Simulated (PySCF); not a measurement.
Static response to an electric field

Species: C₄H₉OP.
Cartesian coordinates in Å at the GFN2-xTB level; atoms count from 1:
```xyz
15
C4H9OP angstrom
C      2.138   -0.377   -0.261
C      0.925    0.393   -0.759
P     -0.288    0.505    0.613
O      0.159    1.116    1.872
C     -1.520   -0.817    0.552
C     -2.000    0.579    0.035
H      2.924   -0.393   -1.013
H      2.525    0.095    0.641
H      1.864   -1.401   -0.015
H      1.201    1.415   -1.030
H      0.456   -0.090   -1.615
H     -1.948   -1.139    1.492
H     -1.480   -1.603   -0.187
H     -2.248    0.633   -1.014
H     -2.713    1.091    0.667
```

Level: CAM-B3LYP/def2-SVPD (PySCF), static field, nuclei fixed, core orbitals frozen in the response. The polarisability tensor in these axes (au):

```
x   84.54  1.70 -1.71
y    1.70 65.16  1.58
z   -1.71  1.58 66.94
```

Problem. Diagonalise the tensor; give its mean and Δα, where Δα² is half the sum of the squared differences of the eigenvalues.

Solution. Principal values 63.98, 67.84 and 84.82 au; mean 72.21 au = 10.70 Å³ = 11.91 × 10⁻⁴⁰ C²·m²/J; Δα = 19.21 au (27 % of the mean).

Problem. What is the dipole moment, and where does it point?

Solution. (-0.66, -1.79, -3.84) D, 4.29 D in size, pointing from the negative to the positive side. Measured along this direction, the outermost atoms are O4 at the negative end and H11 at the positive end.

Problem. Orientational against electronic polarisability at 400 K (dilute gas, rigid molecules)?

Solution. In Gaussian units μ²/3kT = 111.18 Å³ against 10.70 Å³, a ratio of 10.39; the Debye molar polarisation (4π/3)N_A(α + μ²/3kT) is 307.4 cm³/mol, leaving out the vibrational part.

Problem. Rayleigh depolarisation ratio (linearly polarised light, static tensor)?

Solution. ρ = 3Δα²/(45ᾱ² + 4Δα²) = 1106.7/(234666 + 1475.7) = 0.00469.

Problem. Form Σ f/ω² (atomic units) for the 8 lowest TDDFT singlets, given as eV and f, and set it beside the mean polarisability, which is this sum over all singlets: 6.41, 0.0114; 7.25, 0.0040; 7.26, 0.0183; 7.35, 0.0937; 7.43, 0.0029; 7.75, 0.0212; 7.87, 0.0035; 7.98, 0.0643.

Solution. They add up to 2.89 au, 4.0 % of the 72.21 au; the largest single term is 1.28 au, from the state at 7.35 eV. Terms in order: 0.20, 0.06, 0.26, 1.28, 0.04, 0.26, 0.04, 0.75 au. Higher excitations give the rest. The strengths listed sum to 0.219.

Problem. Directions of the eigenvectors, and the extent of the frame along each?

Solution. Largest value along (0.99, 0.08, -0.09), where the nuclei span 5.63 Å; middle along (0.03, 0.52, 0.85), 3.59 Å; least along (-0.11, 0.85, -0.52), 3.11 Å. The response follows the extents in order.

Problem. Find the Langevin capture rate constant for NO+ (29.998 u) meeting this molecule (104.039 u), k = 2.342 × 10⁻⁹ cm³/s × √(α in Å³ / reduced mass in u).

Solution. The reduced mass is 23.28 u, so k = 1.59 × 10⁻⁹ cm³/s. The formula leaves out the permanent dipole, which adds to the capture rate.

Geometry: GFN2-xTB, one conformer, isolated molecule.
